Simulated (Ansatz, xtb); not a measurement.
## C3H7NO: which of two isomers lies lower

We compare X, `CO/C=C\N`, a singlet, with Y, `CO/C=C/N`, a singlet. Both are isolated molecules in the gas phase, relaxed with PBE0-D3(BJ)/def2-SVP, each in the lowest conformer that the search found.

Quicker runs give these differences E(Y) − E(X): GFN2-xTB −1.2 kcal/mol; HF/STO-3G +0.9 kcal/mol (at GFN2-xTB geometries); r2SCAN-D4/def2-SVP +1.9 kcal/mol (at GFN2-xTB geometries).

Task: Estimate which is lower in electronic energy at CCSD(T)/def2-SVP + ΔMP2/def2-TZVPP, and by roughly how much.

Result: The CCSD(T)/def2-SVP + ΔMP2/def2-TZVPP calculation puts structure X lower, by 2.4 kcal/mol.

Level by level:

```csv
level,geometry,E(Y) − E(X) (kcal/mol),departure from the last row (kcal/mol),"job, with rough time for the two"
GFN2-xTB,GFN2-xTB,−1.2,−3.6,"optimisation, 0.11 s"
HF/STO-3G,GFN2-xTB,+0.9,−1.6,"single point, 0.4 s"
r2SCAN-D4/def2-SVP,GFN2-xTB,+1.9,−0.5,"single point, 4.8 s"
PBE0-D3(BJ)/def2-SVP,PBE0-D3(BJ)/def2-SVP,+1.9,−0.6,"optimisation, 49 s"
HF/def2-SVP,PBE0-D3(BJ)/def2-SVP,+3.1,+0.6,part of the CCSD(T) run
MP2/def2-SVP,PBE0-D3(BJ)/def2-SVP,+1.8,−0.6,part of the CCSD(T) run
CCSD(T)/def2-SVP,PBE0-D3(BJ)/def2-SVP,+1.9,−0.5,single point
CCSD(T)/def2-SVP + ΔMP2/def2-TZVPP,PBE0-D3(BJ)/def2-SVP,+2.4,,"single point, 43 s"
```

As drawn, both hold the same kinds of bond in the same numbers.

GFN2-xTB puts the two in the other order. The largest departure from CCSD(T)/def2-SVP + ΔMP2/def2-TZVPP is that of GFN2-xTB, 3.6 kcal/mol. The last row adds to CCSD(T) the change of the MP2 difference between the two basis sets, here +0.5 kcal/mol.

With harmonic frequencies from PBE0-D3(BJ)/def2-SVP (ideal gas, rigid rotor, one conformer each, 298.15 K, 1 atm): the zero-point term adds +0.2 kcal/mol; ΔH is +2.5 and ΔG +3.2 kcal/mol.

The correlated steps freeze 5 core orbitals. Programs: Ansatz 0.2.0, xtb 6.7.1; the last row on 2 threads of Arm Neoverse V1 on a shared host.
